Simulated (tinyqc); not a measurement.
ROHF in the sto-3g basis, for H2O, spin multiplicity 3, step by step. One step of it, computed by the program tinyqc.

Question. Orthogonalisation. S = U s U^T; symmetric (Loewdin) form X = U s^(-1/2) U^T, so that X^T S X = 1.

overlap S:
```
           1O 1s     1O 2s    1O 2px     1O 2py    1O 2pz     2H 1s      3H 1s
1O 1s   1.000000  0.236704  0.000000   0.000000  0.000000  0.029782   0.033199
1O 2s   0.236704  1.000000  0.000000   0.000000  0.000000  0.326654   0.351378
1O 2px  0.000000  0.000000  1.000000   0.000000  0.000000  0.000000   0.000000
1O 2py  0.000000  0.000000  0.000000   1.000000  0.000000  0.231053  -0.244600
1O 2pz  0.000000  0.000000  0.000000   0.000000  1.000000  0.190395   0.201740
2H 1s   0.029782  0.326654  0.000000   0.231053  0.190395  1.000000   0.157020
3H 1s   0.033199  0.351378  0.000000  -0.244600  0.201740  0.157020   1.000000
```

Give: eigenvalues of S; X.

Answer.

eigenvalues of S: 0.4828  0.5783  0.8843  1.0000  1.1061  1.2665  1.6820

X:
```
          1O 1s    1O 2s  1O 2px   1O 2py   1O 2pz    2H 1s    3H 1s
1O 1s    1.0233  -0.1337  0.0000   0.0005  -0.0062   0.0165   0.0177
1O 2s   -0.1337   1.1225  0.0000  -0.0058   0.0568  -0.1782  -0.1981
1O 2px   0.0000   0.0000  1.0000   0.0000   0.0000   0.0000   0.0000
1O 2py   0.0005  -0.0058  0.0000   1.0543  -0.0029  -0.1426   0.1530
1O 2pz  -0.0062   0.0568  0.0000  -0.0029   1.0321  -0.1019  -0.1114
2H 1s    0.0165  -0.1782  0.0000  -0.1426  -0.1019   1.0905  -0.0542
3H 1s    0.0177  -0.1981  0.0000   0.1530  -0.1114  -0.0542   1.1053
```
